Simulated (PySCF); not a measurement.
# BF + HCl → BCl + HF

Level: PBE0 in the def2-TZVP basis family, all electrons, no relativity, computed in PySCF with density fitting; open shells unrestricted.

```
species         state and structure      E (Eh)  ZPE (kJ/mol)  H(298 K) − H(0) (kJ/mol)  S° (J/(mol K))
     BF   singlet, C∞v, B–F 1.263 Å  -124.58024           8.5                       8.7           200.6
    HCl  singlet, C∞v, H–Cl 1.279 Å  -460.66440          17.9                       8.7           186.6
    BCl  singlet, C∞v, B–Cl 1.718 Å  -484.81148           5.0                       8.9           213.2
     HF   singlet, C∞v, H–F 0.920 Å  -100.39188          24.9                       8.7           173.6
```

Question: What is the electronic reaction energy?

Answer: At PBE0/def2-TZVP, ΔE = 108.4 kJ/mol from the differences of the total energies times 2625.5, uphill. 

Question: Add zero-point, thermal and entropy terms for 298.15 K and 1 bar.

Answer: ΔZPE = 3.5 and Δ[H(298) − H(0)] = 0.2 kJ/mol give ΔH° = 112.1 kJ/mol. ΔS° = -0.4 J/(mol K), so ΔG° = 112.1 − 298.15 × (-0.0004) = 112 kJ/mol and log₁₀K = -19.7.

Only the bonding shown was studied: isomers, or loss of a ligand pair, can lie lower.
